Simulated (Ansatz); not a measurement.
C$_{4}$H$_{5}$Cl (`ClC1=CCC1`). Charge 0, multiplicity 1.

```
atom   x (Å)   y (Å)   z (Å)
 Cl1   0.575   1.839  -1.962
  C2   0.289   0.751  -0.678
  C3   0.754   0.655   0.566
  C4  -0.078  -0.575   0.848
  C5  -0.611  -0.446  -0.611
  H6   1.456   1.229   1.155
  H7   0.486  -1.490   1.041
  H8  -0.845  -0.456   1.618
  H9  -0.346  -1.270  -1.277
 H10  -1.679  -0.237  -0.700
```

(1) Give the diagnostics of a CCSD(T)/def2-TZVPP run (frozen core, the Gaussian-basis code of Ansatz). (Estimate.)

Results:

(1) The calculation gave: T1 = 0.0101, largest single amplitude 0.016, largest double 0.085, (T) share of the correlation energy 4.5 %, 8 CCSD cycles. The RHF solution is stable towards an unrestricted one. T1 lies under the customary mark of 0.02 for closed shells.
